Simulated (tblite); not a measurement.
# IPEA1-xTB run of HSClO2 (SMILES O=[SH](=O)Cl)

What is the vertical electron affinity of HSClO2 at IPEA1-xTB? 

Program for the calculation: tblite 0.8.0.

5 further runs of the same task are left out: 1 that didn't finish, 4 set aside as unsound or not needed.

## Step 1: The system as given

HSClO2: 5 atoms, total charge 0, spin state singlet. As SMILES, `O=[SH](=O)Cl`. The shape is that of a GFN2-xTB optimisation.

Bond lengths: O1–S2 1.420 Å, S2–O3 1.420 Å, S2–Cl4 2.041 Å, S2–H5 1.399 Å. Angles: O1–S2–O3 121.1°, O1–S2–Cl4 109.2°, O3–S2–Cl4 109.1°, O1–S2–H5 107.8°, O3–S2–H5 107.8°, Cl4–S2–H5 99.9°.

## Step 2: Energy and one-electron properties at IPEA1-xTB

run.py

```python
import json
import numpy as np
from tblite.interface import Calculator
from tblite.interface import symbols_to_numbers

geometry = """
O      0.148470    -1.060370     1.066830
S      0.154100    -0.104110     0.017010
O      0.880580    -0.334830    -1.181260
Cl    -1.770220     0.385150    -0.453590
H      0.587070     1.114160     0.551020
"""
lines = [l.split() for l in geometry.strip().splitlines()]
symbols = [l[0] for l in lines]
numbers = np.array(symbols_to_numbers(symbols))
positions = np.array([l[1:4] for l in lines], float) / 0.52917721

calc = Calculator("IPEA1-xTB", numbers, positions, charge=0, uhf=0)
calc.add("bond-orders")
calc.add("molecular-multipoles")
res = calc.singlepoint()

thr = 0.3
print(f"Energy: {res.get('energy'):.8f} Eh")
eps = np.atleast_2d(res.get("orbital-energies")) * 27.211386
occ = np.atleast_2d(res.get("orbital-occupations"))
filled = occ.sum(axis=0) if eps.shape[0] == 1 else occ[0]
homo = np.nonzero(filled > 0.5)[0].max()
print(f"HOMO {eps[0, homo]:.4f} eV")
if homo + 1 < eps.shape[1]:
    print(f"LUMO {eps[0, homo + 1]:.4f} eV, gap {eps[0, homo + 1] - eps[0, homo]:.4f} eV")
mu = res.get("dipole") * 2.541746
print(f"dipole: {np.linalg.norm(mu):.4f} D, components " + " ".join(f"{c:.4f}" for c in mu))
q = res.get("charges")
print("atom     charge    atomic energy/Eh")
for i, (s, e) in enumerate(zip(symbols, res.get("energies"))):
    print(f"{s:<2}{i + 1:<3} {q[i]:9.4f} {e:14.6f}")
bo = res.get("bond-orders")
bo = bo[..., 0] if bo.ndim == 3 else bo
print("Bond orders above {}:".format(thr))
for i in range(len(symbols)):
    for k in range(i):
        if bo[i, k] > thr:
            print(f"  {symbols[k]}{k + 1}-{symbols[i]}{i + 1}  {bo[i, k]:.3f}")
print("traceless quadrupole (xx xy yy xz yz zz, e bohr^2):", np.round(res.get("quadrupole"), 4))
out = {k: np.asarray(res.get(k)).tolist() for k in ("energy", "gradient", "charges", "dipole", "orbital-energies", "orbital-occupations", "bond-orders", "energies", "quadrupole")}
out.update(symbols=symbols, positions=(positions * 0.529177210903).tolist())
json.dump(out, open("results.json", "w"))
```

Run with:

```console
$ python run.py
```

The program printed:

```text
------------------------------------------------------------
  cycle        total energy    energy error   density error
------------------------------------------------------------
      1     -17.63949334271  -1.7723656E+01   6.5116659E-01
      2     -17.74733186015  -1.0783852E-01   4.3368237E-01
      3     -17.89583149956  -1.4849964E-01   3.0967687E-01
      4     -18.04327554752  -1.4744405E-01   9.0644785E-03
      5     -18.04338736039  -1.1181286E-04   7.6427798E-03
      6     -18.04348090823  -9.3547842E-05   1.0585111E-03
      7     -18.04347611665   4.7915762E-06   1.7082851E-03
      8     -18.04348317234  -7.0556830E-06   2.1732486E-05
      9     -18.04348317372  -1.3787087E-09   1.0690063E-05
------------------------------------------------------------

 total:                                   0.009 sec
Energy: -18.04348317 Eh
HOMO -13.1914 eV
LUMO -7.5862 eV, gap 5.6052 eV
dipole: 2.9041 D, components 1.1302 2.4148 1.1513
atom     charge    atomic energy/Eh
O 1     -0.2372      -4.585428
S 2      0.4260      -4.061278
O 3     -0.2373      -4.585454
Cl4     -0.1012      -4.352142
H 5      0.1497      -0.459181
Bond orders above 0.3:
  O1-S2  1.960
  S2-O3  1.960
  S2-Cl4  0.905
  S2-H5  0.780
traceless quadrupole (xx xy yy xz yz zz, e bohr^2): [-1.0907  5.4653  2.6057  2.3826  5.245  -1.515 ]
```

Wall time 0.32 s (1 thread of Intel Xeon Platinum 8259CL at 2.50GHz (Skylake/Cascade Lake), shared host).

Atomic charges (e):

| atom | Mulliken |
| --- | --- |
| O1 | -0.237 |
| S2 | +0.426 |
| O3 | -0.237 |
| Cl4 | -0.101 |
| H5 | +0.150 |

## Step 3: The doublet anion: a single-point energy at IPEA1-xTB

xtb_job.py

```python
import json
import numpy as np
from tblite.interface import Calculator

symbols = ["O", "S", "O", "Cl", "H"]
numbers = np.array([8, 16, 8, 17, 1])
positions = np.array([
    [0.148470, -1.060370, 1.066830],
    [0.154100, -0.104110, 0.017010],
    [0.880580, -0.334830, -1.181260],
    [-1.770220, 0.385150, -0.453590],
    [0.587070, 1.114160, 0.551020],
]) / 0.529177210903

xtb = Calculator("IPEA1-xTB", numbers, positions, charge=-1, uhf=1)
xtb.set("verbosity", 0)
xtb.set("accuracy", 0.1)
xtb.set("guess", 1)  # eeq
xtb.set("max-iter", 80)
result = xtb.singlepoint()

print(f"Energy: {result.get('energy') * 2625.4996:.8f} kJ/mol")
eps = np.atleast_2d(result.get("orbital-energies")) * 27.211386
occ = np.atleast_2d(result.get("orbital-occupations"))
filled = occ.sum(axis=0) if eps.shape[0] == 1 else occ[0]
homo = np.nonzero(filled > 0.5)[0].max()
print("  MO   occupation   energy/eV")
for i in range(max(0, homo - 4), min(eps.shape[1], homo + 5)):
    print(f"{i + 1:4d} {filled[i]:10.4f} {eps[0, i]:12.4f}")
mu = result.get("dipole") * 2.541746
print(f"Dipole moment: {np.linalg.norm(mu):.4f} D, components " + " ".join(f"{c:.4f}" for c in mu))
q = result.get("charges")
print("Charges:", " ".join(f"{s}{i + 1}={c:+.4f}" for i, (s, c) in enumerate(zip(symbols, q))))
out = {k: np.asarray(result.get(k)).tolist() for k in ("energy", "gradient", "charges", "dipole", "orbital-energies", "orbital-occupations")}
out.update(symbols=symbols, positions=(positions * 0.529177210903).tolist())
json.dump(out, open("results.json", "w"))
```

Run with:

```console
$ python xtb_job.py
```

The program printed:

```text
Energy: -47831.05435789 kJ/mol
  MO   occupation   energy/eV
  10     2.0000      -8.7855
  11     2.0000      -8.6984
  12     2.0000      -8.4636
  13     2.0000      -8.0354
  14     1.0000      -2.1541
  15     0.0000      -0.7118
  16     0.0000       1.6604
  17     0.0000       1.8597
  18     0.0000       3.0337
Dipole moment: 5.6398 D, components 4.9274 1.6966 2.1563
Charges: O1=-0.3514 S2=+0.3101 O3=-0.3515 Cl4=-0.6013 H5=-0.0059
```

It took 0.24 s on 1 thread of Intel Xeon Platinum 8259CL at 2.50GHz (Skylake/Cascade Lake), shared host.

## Step 4: What came out

Level: IPEA1-xTB.

```
                                            quantity         value
                        singlet HSClO2: total energy  -18.04348 Eh
                       singlet HSClO2: dipole moment        2.90 D
                         singlet HSClO2: HOMO energy     -13.19 eV
                         singlet HSClO2: LUMO energy      -7.59 eV
                       singlet HSClO2: HOMO–LUMO gap       5.61 eV
            singlet HSClO2: largest force on an atom    2.361 eV/Å
                         doublet anion: total energy  -18.21789 Eh
doublet anion: HOMO energy (as the program lists it)      -2.15 eV
doublet anion: LUMO energy (as the program lists it)      -0.71 eV
             doublet anion: largest force on an atom    7.456 eV/Å
   vertical electron affinity (to the doublet anion)      4.746 eV
```

What this shows: At fixed nuclei the extra electron is bound by 4.75 eV (458 kJ/mol). The largest force (singlet HSClO2) is 2.36 eV/Å: the shape isn't a stationary point for this species at this level. A minimal valence basis can't be trusted even for the sign of an electron affinity. No empirical shift is applied, and without it xTB methods put this difference several eV too high. Mulliken charges (singlet HSClO2) run from -0.24 on O3 to +0.43 on S2. Mulliken charges (doublet anion) run from -0.60 on Cl4 to +0.31 on S2.
